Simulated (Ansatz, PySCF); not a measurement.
Species: ethylene, C2H4, net charge 0, singlet state. SMILES: C=C
Coordinates optimised at B3LYP-D3(BJ)/def2-TZVP (Ansatz, a first-principles code):
```xyz
6

C     -0.0012    -0.0058     0.6623
C      0.0012     0.0058    -0.6623
H      0.0167     0.9104     1.2401
H     -0.0212    -0.9321     1.2238
H      0.0212     0.9321    -1.2238
H     -0.0167    -0.9104    -1.2401
```

Quantity: enthalpy of formation at 298 K, in kcal/mol. Terms: spin-orbit terms left out; LANL2DZ all-electron up to Ne; non-relativistic; 6-311+G** with 5d; UHF or UKS for open shells; frozen cores in correlated levels; six Cartesian d functions in 6-31G* and its kin unless marked 5d; dispersion terms only where a functional's name holds one. CBS(X,Y): correlation extrapolated as X^-3; Hartree-Fock from the larger set. First-principles rows: single points at B3LYP-D3(BJ) geometries (Ansatz), with unscaled harmonic terms from B3LYP/6-31G* at its own minima, enthalpies of formation by atomisation with measured atoms.

Measured values: Active Thermochemical Tables 1.112 (ions: stationary electron), as tabulated in the package chemicals; they hold spin-orbit and core effects, anharmonicity. 

Value to compare with, the measured value: 12.6 kcal/mol.

| level | program | enthalpy of formation at 298 K (kcal/mol) | error |
|---|---|---|---|
| PBE/LANL2DZ | Ansatz | 14.5 | 1.9 |
| PBE/def2-SVP | Ansatz | 3.5 | -9.1 |
| B3LYP/LANL2DZ | Ansatz | 27.5 | 14.9 |
| PBE0/6-311+G** | Ansatz | 15.5 | 2.9 |
| M06-2X/6-31G* (5d) | PySCF | 15.6 | 3.0 |
| M06-2X/6-311+G** | PySCF | 18.0 | 5.4 |
| B3LYP-D3(BJ)/def2-TZVPD | Ansatz + dftd3 | 11.6 | -1.0 |
| M06-2X/def2-TZVPD | PySCF | 15.3 | 2.7 |
| wB97X-V/def2-TZVPD | Ansatz | 15.8 | 3.2 |
| CCSD(T)/CBS(cc-pVTZ,cc-pVQZ) | Ansatz | 14.5 | 1.9 |

Among the 6 habitual levels, B3LYP/LANL2DZ lies farthest from the measured value (14.9 kcal/mol); 5 of 6 lie above it, and their mean absolute error is 6.2 kcal/mol, the median 4.2. One case shows no general order.

The levels are drawn from those run, B3LYP/6-31G* more often than the rest, none by its result; runs whose electronic state is in doubt are left out.
